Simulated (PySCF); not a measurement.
Working out the ionisation energy of N

N [He] 2s2 2p3 (4S) → N+ [He] 2s2 2p2 (3P). Computed with PySCF 2.14 in x2c-TZVPPall (5s3p2d1f, 31 functions), with the spin-free X2C one-electron Hamiltonian (Gaussian nucleus). Frozen: nothing. Energies in hartree (1 hartree = 27.21139 eV):

```json
{"part": "UHF", "N (lower)": "-54.432001", "N+ (upper)": "-53.921524"}
{"part": "MP2 opposite-spin", "N (lower)": "-0.082014", "N+ (upper)": "-0.073722"}
{"part": "MP2 same-spin", "N (lower)": "-0.030254", "N+ (upper)": "-0.013636"}
```

Question: What does Hartree-Fock give?

Answer: (-53.921524) − (-54.432001) = 0.510477 hartree = 13.891 eV.

Question: What do MP2 and SCS-MP2 (6/5 opposite-spin, 1/3 same-spin) give?

Answer: The opposite-spin parts differ by 0.226 eV and the same-spin parts by 0.452 eV. MP2: 13.891 + (0.226) + (0.452) = 14.569 eV. SCS-MP2: 13.891 + 1.2 × (0.226) + (0.452)/3 = 14.313 eV.

Measured between the centres of the two terms (NIST): 14.545 eV, so MP2 (valence and next inner shell) is off by 0.024 eV.

What remains against the reference includes basis incompleteness and correlation beyond second order.
